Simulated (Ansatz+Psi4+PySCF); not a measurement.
Results of a calculation; reference values are marked as such.
## Psi4 1.11 run

```
molecule {
0 1
F 0.000000 0.000000 0.710300
F 0.000000 0.000000 -0.710300
}

set basis cc-pVTZ
set reference uhf
set scf_type pk
set mp2_type conv
set cc_type conv
set num_frozen_docc 2
energy('mp2')
```

The input is written out from the run's settings.

Results

```
Converged                                                          : yes
Reference energy                                                   : -198.75084 hartree
Correlation energy                                                 : -0.52348 hartree
Total energy                                                       : -199.27432 hartree
Spin squared of the determinant                                    : 0.000
Occupied orbitals by symmetry in an Abelian subgroup (alpha; beta) : 3 Ag 1 B2g 1 B3g 2 B1u 1 B2u 1 B3u; 3 Ag 1 B2g 1 B3g 2 B1u 1 B2u 1 B3u
```

The reference isn't the lowest determinant (another lies 0.32 eV lower), but the same method gives a higher total on the lower determinant.
